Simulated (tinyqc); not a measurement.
Starting guesses with DIIS over 6 matrices: SCF starting guesses in the sto-3g basis, for CH3, spin multiplicity 2. Computed by the program tinyqc with PySCF. 

Geometry (angstrom):
```
atom        x        y       z
C      0.0000   0.0000  0.0420
H      1.1110   0.0000  0.0000
H     -0.5550   0.9620  0.0000
H     -0.5550  -0.9620  0.0000
```

lowest solution found by these runs and by PySCF with stability checks = -39.074054 hartree

UHF with one setting changed at a time; a run stops when the energy changes by less than 1e-09 hartree and the error matrix is below 1e-5. Starts: the lowest orbitals of the core Hamiltonian, of the Wolfsberg-Helmholz matrix (K = 1.75), projected atomic densities, random orbitals, and the highest orbitals of the core Hamiltonian (a deliberately bad start).

Largest element of the error matrix X^T (FDS - SDF) X:
```
iteration     core  Wolfsberg-Helmholz  atomic densities   random  highest core orbitals
1          4.0e-01             1.7e-01           4.7e-01  4.1e+00                1.5e-01
2          6.7e-02             3.4e-02           4.4e-02  2.7e-01                4.0e-01
3          8.5e-03             9.6e-03           1.4e-02  1.1e-01                3.7e-01
4          3.3e-03             3.5e-03           4.8e-03  7.3e-02                3.9e-01
5          6.5e-04             1.7e-03           2.1e-03  2.0e-02                3.9e-01
6          1.2e-04             9.4e-05           8.7e-05  5.7e-03                3.9e-01
8          1.1e-06             6.1e-06           7.0e-06  6.3e-04                4.9e-02
10               -                   -                 -  3.6e-05                9.0e-02
14               -                   -                 -        -                1.3e-03
20               -                   -                 -        -                1.8e-06
```

How each run ends:
```
run                    iterations  E (hartree)         state
core                            9   -39.074054  lowest found
Wolfsberg-Helmholz              9   -39.074054  lowest found
atomic densities                9   -39.074054  lowest found
random                         12   -39.074054  lowest found
highest core orbitals          20   -38.721121        higher
```

4 of 5 runs reach the lowest solution found, in 9 to 12 iterations (fastest: core, Wolfsberg-Helmholz, atomic densities). Ending on a higher stationary point: highest core orbitals; a small error matrix cannot reveal that, and an occupation fixed by the start is kept by symmetry or by the shape of the basin. The first errors are 4e-01, 2e-01, 5e-01, 4e+00, 1e-01; the deliberately bad start has the smallest one, so a small first error does not mark a good start.
